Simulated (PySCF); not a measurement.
PySCF input (M06-2X/6-31G* (5d)):

```python
from pyscf import gto, dft

mol = gto.M(
    atom='''
    Be   -0.00000000   -0.00000000   -0.26442914
    H     0.00000000    0.00000000    1.05771654
    ''',
    basis='6-31g*',
    charge=2,
    spin=1,
    symmetry='C2v',
    verbose=4,
)

mf = dft.UKS(mol, xc='m062x')
mf.grids.level = 4
mf.conv_tol = 1e-9
mf.max_cycle = 100
mf.max_memory = 1500
mf.kernel()
if not mf.converged:
    mf = mf.newton()
    mf.kernel(mf.make_rdm1())
mf.dip_moment()
```

Output:

```
PySCF version 2.14.0

[INPUT] verbose = 4
[INPUT] num. atoms = 2
[INPUT] num. electrons = 3
[INPUT] charge = 2
[INPUT] spin (= nelec alpha-beta = 2S) = 1
[INPUT] symmetry C2v subgroup None
[INPUT] Mole.unit = angstrom
[INPUT] Symbol           X                Y                Z      unit          X                Y                Z       unit  Magmom
[INPUT]  1 Be     0.000000000000   0.000000000000  -0.264429140000 AA    0.000000000000   0.000000000000  -0.499698653954 Bohr   0.0
[INPUT]  2 H      0.000000000000   0.000000000000   1.057716540000 AA    0.000000000000   0.000000000000   1.998794578023 Bohr   0.0

nuclear repulsion = 1.6009649130949
point group symmetry = Coov, use subgroup C2v
symmetry origin: [ 0.00000000e+00  0.00000000e+00 -7.55890457e-09]
symmetry axis x: [1. 0. 0.]
symmetry axis y: [0. 1. 0.]
symmetry axis z: [0. 0. 1.]
num. orbitals of irrep A1 = 9
num. orbitals of irrep A2 = 1
num. orbitals of irrep B1 = 3
num. orbitals of irrep B2 = 3
number of shells = 8
number of NR pGTOs = 31
number of NR cGTOs = 16
basis = 6-31g*
ecp = {}

******** <class 'pyscf.dft.uks_symm.SymAdaptedUKS'> ********
method = SymAdaptedUKS
initial guess = minao
damping factor = 0
level_shift factor = 0
DIIS = <class 'pyscf.scf.diis.CDIIS'>
diis_start_cycle = 1
diis_space = 8
diis_damp = 0
SCF conv_tol = 1e-09
SCF conv_tol_grad = None
SCF max_cycles = 100
direct_scf = True
direct_scf_tol = 1e-13
number electrons alpha = 2  beta = 1
XC library pyscf.dft.libxc version 7.1.2
    S. Lehtola, C. Steigemann, M. J. T. Oliveira, and M. A. L. Marques,  SoftwareX 7, 1–5 (2018)
XC functionals = m062x
    Y. Zhao and D. G. Truhlar,  Theor. Chem. Acc. 120, 215 (2008)
    Y. Zhao and D. G. Truhlar,  Theor. Chem. Acc. 120, 215 (2008)
radial grids:
    Treutler-Ahlrichs [JCP 102, 346 (1995); DOI:10.1063/1.469408] (M4) radial grids

becke partition: Becke, JCP 88, 2547 (1988); DOI:10.1063/1.454033
pruning grids: <function nwchem_prune>
grids dens level: 4
symmetrized grids: C2v
atomic radii adjust function: <function treutler_atomic_radii_adjust>
small_rho_cutoff = 0
Freeze 0 electrons in irreps []
    3 free electrons in irreps A1 A2 B1 B2
Set gradient conv threshold to 3.16228e-05
tot grids = 43584
init E= -15.1862489889015
alpha HOMO (A1) = -0.439937474810069  LUMO (A1) = -0.131479459629432
beta  HOMO (A1) = -4.2991523375301  LUMO (A1) = -0.439937474810069

WARN: HOMO -0.439937474810069 >= LUMO -0.439937474810069

WARN: alpha-A1 HOMO -0.439937474810069 > system LUMO -0.439937474810069

WARN: beta-A1 LUMO -0.439937474810069 < system HOMO -0.439937474810069

cycle= 1 E= -14.1213620961302  delta_E= 1.06  |g|= 0.184  |ddm|= 0.968
alpha HOMO (A1) = -1.21637261218801  LUMO (A1) = -0.675487182437301
beta  HOMO (A1) = -5.19978553305401  LUMO (A1) = -0.523920868045445
  HOMO = -1.21637261219  LUMO = -0.675487182437  gap/eV = 14.71824
cycle= 2 E= -14.1756446682134  delta_E= -0.0543  |g|= 0.0399  |ddm|= 0.313
alpha HOMO (A1) = -1.19560164711219  LUMO (A1) = -0.643584120961077
beta  HOMO (A1) = -5.17678531564888  LUMO (A1) = -0.563885485662704
  HOMO = -1.19560164711  LUMO = -0.643584120961  gap/eV = 15.02116
cycle= 3 E= -14.1783021171973  delta_E= -0.00266  |g|= 0.0067  |ddm|= 0.0776
alpha HOMO (A1) = -1.19455130097625  LUMO (A1) = -0.682628025248253
beta  HOMO (A1) = -5.17512797938568  LUMO (A1) = -0.609159760958675
  HOMO = -1.19455130098  LUMO = -0.682628025248  gap/eV = 13.93014
cycle= 4 E= -14.1783612433844  delta_E= -5.91e-05  |g|= 0.000436  |ddm|= 0.0111
alpha HOMO (A1) = -1.19443401342008  LUMO (A1) = -0.677450431837966
beta  HOMO (A1) = -5.17529415875814  LUMO (A1) = -0.588270626158592
  HOMO = -1.19443401342  LUMO = -0.677450431838  gap/eV = 14.06784
cycle= 5 E= -14.1783614778879  delta_E= -2.35e-07  |g|= 4.54e-05  |ddm|= 0.000883
alpha HOMO (A1) = -1.19442533669635  LUMO (A1) = -0.677803682984824
beta  HOMO (A1) = -5.17535063512179  LUMO (A1) = -0.589168198247553
  HOMO = -1.1944253367  LUMO = -0.677803682985  gap/eV = 14.05799
cycle= 6 E= -14.1783614819163  delta_E= -4.03e-09  |g|= 5.73e-06  |ddm|= 0.000114
alpha HOMO (A1) = -1.19442352143653  LUMO (A1) = -0.677784573040389
beta  HOMO (A1) = -5.17536111813272  LUMO (A1) = -0.58905371714868
  HOMO = -1.19442352144  LUMO = -0.67778457304  gap/eV = 14.05846
cycle= 7 E= -14.1783614819706  delta_E= -5.44e-11  |g|= 1.12e-07  |ddm|= 1.71e-05
alpha HOMO (A1) = -1.19442349528968  LUMO (A1) = -0.677785337363207
beta  HOMO (A1) = -5.17536123378797  LUMO (A1) = -0.589058998949606
  HOMO = -1.19442349529  LUMO = -0.677785337363  gap/eV = 14.05844
Extra cycle  E= -14.1783614819706  delta_E= 5.33e-15  |g|= 1.7e-08  |ddm|= 1.24e-07
converged SCF energy = -14.1783614819706  <S^2> = 0.75000217  2S+1 = 2.0000022

WARN: System has nonzero charge 2; the dipole moment is origin-dependent.
Location of origin: [0. 0. 0.]

Dipole moment(X, Y, Z, Debye):  0.00000,  0.00000, -1.12878
```

The dipole moment of an ion depends on the origin.
